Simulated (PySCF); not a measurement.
PySCF input file for CH3NO, SMILES NC=O, B3LYP/pcJ-1. Geometry: PBE0-D3(BJ)/def2-TZVP. Other conformers were not sampled.

```python
import numpy as np
from pyscf import gto, scf, dft
from pyscf.prop.ssc import rks as ssc

mol = gto.M(
    atom='''
    N     0.15740423   -1.07720068    0.00000000
    C    -0.38411617    0.16039817    0.00000000
    O     0.24431228    1.18968797    0.00000000
    H     1.15864154   -1.17650577    0.00000000
    H    -0.41933358   -1.89811736    0.00000000
    H    -1.49093871    0.13513508    0.00000000
    ''',
    basis='pcJ-1',
    charge=0,
    spin=0,
    max_memory=1600,
    verbose=3,
)
mf = dft.RKS(mol, xc='b3lyp')
mf.grids.level = 3
mf.conv_tol = 1e-10
mf.max_cycle = 100
mf.kernel()
j = ssc.SSC(mf)
j.with_fcsd = True
j.max_cycle_cphf = 80
j.conv_tol = 1e-7
e11 = j.kernel()
```

It prints:

```
converged SCF energy = -169.906447931305
Reduced spin-spin coupling constant K (Hz)
               #0        #1        #2        #3        #4
        0 N    0.00000
        1 C   20.43650   0.00000
        2 O    0.09703 -24.60448   0.00000
        3 H   29.95248  -0.22312  -0.36092   0.00000
        4 H   30.24049   0.73065   0.19658   0.22732   0.00000
        5 H    6.97992  24.53853   1.65091   0.47005   0.03238
               #5
        5 H    0.00000
Spin-spin coupling constant J (Hz)
               #0        #1        #2        #3        #4
        0 N    0.00000
        1 C   11.59185   0.00000
        2 O   -0.02968  26.18351   0.00000
        3 H   67.55140  -1.75078   1.52715   0.00000
        4 H   68.20095   5.73336  -0.83179   7.09249   0.00000
        5 H   15.74172 192.55178  -6.98541  14.66561   1.01030
               #5
        5 H    0.00000
```

Self-consistency was reached.
